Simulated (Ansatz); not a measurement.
P2H4 (diphosphine): the energy, rung by rung

The species is P2H4 (6 atoms), meant as a singlet with charge 0. As SMILES, `PP`. The coordinates come from a PBE0-D4/def2-TZVP relaxation. This is one conformer, not always the lowest.

| atom | x (Å) | y (Å) | z (Å) |
| --- | --- | --- | --- |
| P | 0.3651 | -1.0488 | -0.0823 |
| P | -0.3652 | 1.0491 | 0.0781 |
| H | -0.4970 | -1.5216 | 0.9450 |
| H | -0.5721 | -1.3929 | -1.0949 |
| H | 0.5028 | 1.5246 | -0.9429 |
| H | 0.5664 | 1.3896 | 1.0970 |

Quantity: the energy change with the P2–H5 bond stretched from 1.422 to 1.777 Å, in eV. The values are calculated.

| level | kind | program | value (eV) | CPU time (all runs) |
| --- | --- | --- | --- | --- |
| HF/STO-3G (restricted) | Hartree–Fock | Ansatz | 1.58 | 0.21 s |
| SVWN5/STO-3G (restricted) | LDA | Ansatz | 1.07 | 1.4 s |
| revPBE/STO-3G (restricted) | GGA | Ansatz | 0.99 | 2.1 s |
| r2SCAN/STO-3G (restricted) | meta-GGA | Ansatz | 1.12 | 5.3 s |
| B3LYP/STO-3G (restricted) | global hybrid | Ansatz | 1.12 | 2.2 s |
| PBE0/STO-3G (restricted) | global hybrid | Ansatz | 1.20 | 2.1 s |
| wB97X/STO-3G (restricted) | range-separated hybrid | Ansatz | 1.28 | 9.1 s |
| B2PLYP/STO-3G (restricted) | double hybrid | Ansatz | 1.21 | 2.7 s |
| RPA@PBE/STO-3G (restricted) | RPA | Ansatz | 1.03 | 3 s |
| CCSD/STO-3G (restricted) | coupled cluster or CI | Ansatz | 1.07 | 0.26 s |

The first shape isn't each level's own minimum. The values span 0.99 to 1.58 eV. All rows use very small basis sets, so even the best lies far from the true value. Times are those of the runs behind each value, whatever else they computed, on shared processors of several kinds: orders of magnitude only.
